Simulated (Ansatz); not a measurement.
Abridged output of a molecular run in Ansatz:

```
Functional definition: HF
1476 factors; integrals over basis functions are off by at most 6.1e-4 eV
mean field evaluation 1: about -13310.4979 eV, gradient 3.5e1 eV
mean field evaluation 2: about -13310.5675 eV, gradient 3.6e1 eV
mean field evaluation 4: about -13312.7217 eV, gradient 1.9e0 eV
mean field evaluation 8: about -13312.7411 eV, gradient 5.6e-2 eV
mean field -13312.74109493 eV, -489.2342115388 hartree, gradient 8.8e-7 eV, S^2 0.000000; 0 other end points of the search recorded, 0 dependent functions left out
7 core orbitals not correlated: weight in the atoms' cores, before any rotation towards them, 1.000 or more for the frozen orbitals, at most 0.000 for the correlated occupied ones
reference -13312.74109493 eV, -489.2342115388 hartree; 10, 10 occupied and 227, 227 virtual orbitals, 1476 factors
second order -18.55571104 eV of doubles, -0.00000000 eV of singles
cycle   1  -18.36048419 eV  change    2.0e-1 eV  update   8.3e-2
cycle   2  -18.72648060 eV  change   -3.7e-1 eV  update   2.4e-2
cycle   3  -18.81603690 eV  change   -9.0e-2 eV  update   1.2e-2
cycle   4  -18.80066449 eV  change    1.5e-2 eV  update   2.1e-3
cycle   5  -18.79935865 eV  change    1.3e-3 eV  update   9.3e-4
cycle   6  -18.80017334 eV  change   -8.1e-4 eV  update   2.5e-4
cycle   7  -18.80010736 eV  change    6.6e-5 eV  update   9.3e-5
cycle   8  -18.80004767 eV  change    6.0e-5 eV  update   2.3e-5
cycle   9  -18.80005157 eV  change   -3.9e-6 eV  update   8.5e-6
perturbative correction -0.56428380 eV, -0.0207370473 hartree
Total energy: -13332.10543031 eV, -489.9458377383 hartree
```

Its atoms:

Cartesian coordinates in Å:
```
F -1.172 0.298 0.976
Si 0.005 0.022 -0.049
F 1.015 -0.996 0.627
H -0.563 -0.612 -1.254
H 0.715 1.289 -0.300
```

**Question.** Which basis set was used?
A. def2-SVP
B. cc-pV(D+d)Z
C. def2-QZVPP
D. def2-TZVPPD

**Answer.** C. It gives 244 functions.

**Question.** Write the keys of the input that set method, charge and spin (a neutral closed shell needs none for the last two).

**Answer.** 
```yaml
correlation: {method: ccsd_t}
```
